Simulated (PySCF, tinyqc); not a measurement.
The basis set: RHF and MP2 along a ladder of basis sets, for CH2, spin multiplicity 1. Computed by the program tinyqc with PySCF. Same geometry throughout; the dipole is taken about the origin.

Geometry (angstrom):
```
atom       x        y       z
C     0.0000   0.0000  0.0000
H     0.0000   0.9000  0.5110
H     0.0000  -0.9000  0.5110
```

RHF and frozen-core MP2 in a ladder of bases:
```
basis        functions  E(RHF) (hartree)  E(MP2 corr) (hartree)  HOMO (eV)  LUMO (eV)  dipole (debye)
sto-3g               7        -38.349454              -0.030429    -7.7525     6.2846          1.6551
3-21g               13        -38.641461              -0.062591    -9.5051     2.2295          2.2235
6-31g               13        -38.843974              -0.061924    -9.5167     2.0553          2.2630
6-31g**             24        -38.864654              -0.107597    -9.6820     2.1177          1.9648
cc-pvdz             24        -38.868200              -0.107082    -9.8262     1.8207          1.9153
aug-cc-pvdz         41        -38.872511              -0.112598   -10.0254     0.7382          1.8710
cc-pvtz             58        -38.882358              -0.136757    -9.9862     1.4106          1.8910
```

What does the comparison show, and why?

From cc-pVDZ to cc-pVTZ the RHF energy falls by 14.2 mhartree and the correlation energy by 29.7. If valence correlation converges as X^-3, (27 E(T) - 8 E(D))/19 gives -0.1493 hartree, a rough estimate from such small X that usually falls short; STO-3G holds about 20 % of it. Beyond STO-3G the LUMO moves by 1.5 eV and the HOMO by 0.5 eV. The restricted reference is unstable here: a spin-polarised solution lies 0.0298 hartree lower (PySCF, cc-pVDZ), so results built on it describe a poor reference.
